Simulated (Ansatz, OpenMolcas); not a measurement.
Si2H5Cl (SMILES [SiH3][SiH2]Cl): methods side by side

Si2H5Cl: 8 atoms, total charge 0, spin state singlet. SMILES: `[SiH3][SiH2]Cl`. The shape is that of a PBE0-D4/def2-TZVP optimisation.

Quantity: the vertical energy of the triplet above the singlet, in eV. The values are calculated.

| level | kind | program | value (eV) | CPU time (all runs) |
| --- | --- | --- | --- | --- |
| SVWN5/cc-pVDZ | LDA | OpenMolcas | 5.44 | 1.7 min |
| PBE/cc-pVDZ | GGA | OpenMolcas | 5.42 | 2.2 min |
| BHLYP/cc-pVDZ | global hybrid | Ansatz | 6.17 | 25 s |
| CAM-B3LYP/cc-pVDZ | range-separated hybrid | Ansatz | 6.05 | 32 s |
| B2PLYP/cc-pVDZ | double hybrid | Ansatz | 6.05 | 31 s |
| RPA@PBE0/cc-pVDZ | RPA | Ansatz | 6.09 | 36 s |
| MP2/cc-pVDZ | perturbation theory | Ansatz | 6.34 | 14 s |
| BCCD(T)/cc-pVDZ | coupled cluster or CI | Ansatz | 6.19 | 64 s |
| CCSD/cc-pVDZ | coupled cluster or CI | Ansatz | 6.26 | 43 s |

The values span 5.42 to 6.34 eV. A triplet this far above the singlet is often a Rydberg-like or dissociative state; sets without diffuse functions put Rydberg states too high. CPU times are rough (shared hosts, several kinds of processor and program).
